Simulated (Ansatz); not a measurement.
`[SiH3][SiH2]Cl` + H₂S → `[SiH3][SiH2]S` + HCl at 700 K and 1 bar (ligand exchange at the Si–Cl bond).

Calculated with Ansatz (gas phase, PBE0-D4/def2-TZVP geometries, no zero-point term in ΔE). CCSD(T)/CBS adds triple-zeta CCSD(T) − MP2 to the extrapolated MP2 energy (def2 sets, frozen cores). This one scheme is used for every species. One conformer a species, not always the lowest.

| species | CCSD(T)/CBS energy (Eh) | H − E (kJ/mol) | S (J/(mol·K)) |
| --- | --- | --- | --- |
| `[SiH3][SiH2]Cl` | -1040.97629 | 178.3 | 420.2 |
| H₂S | -398.97279 | 64.8 | 236.9 |
| `[SiH3][SiH2]S` | -979.55409 | 206.9 | 447.4 |
| HCl | -460.38127 | 38.4 | 211.8 |

H − E and S are ideal-gas, rigid-rotor, harmonic terms from PBE0-D4/def2-TZVP, for one conformer and one mirror image of each species. 1 Eh = 2625.50 kJ/mol, R = 8.31446 J/(mol·K).

Q: By hand: ΔE, ΔH, ΔS and ΔG.

A: ΔE = (-979.55409) + (-460.38127) − (-1040.97629) − (-398.97279) = 0.01372 Eh = 36.0 kJ/mol. Δ(H − E) = 206.9 + 38.4 − 178.3 − 64.8 = 2.2, so ΔH = 38.2 kJ/mol. ΔS = 447.4 + 211.8 − 420.2 − 236.9 = 2.1 J/(mol·K). ΔG = 38.2 − 700 × (2.1)/1000 = 36.7 kJ/mol.

Q: By hand: the equilibrium constant, and the temperature at which ΔG would vanish if ΔH and ΔS stayed fixed.

A: log₁₀ K = −ΔG/(RT ln 10) = -2.7. ΔG = 0 at ΔH/ΔS = 18190 K, far beyond where these terms or the molecules hold.

The number of gas molecules stays the same, so ΔS is small and ΔH decides. A doubt of 5 kJ/mol in ΔE shifts log₁₀ K by 0.4 here. Other conformers and mirror images would add mixing entropy, several J/(mol·K) or more a flexible species. These are equilibria of isolated gas molecules and say nothing of rates. Largest T1 diagnostic: 0.012 (customary marks: 0.02 for closed shells, 0.045 for open ones).
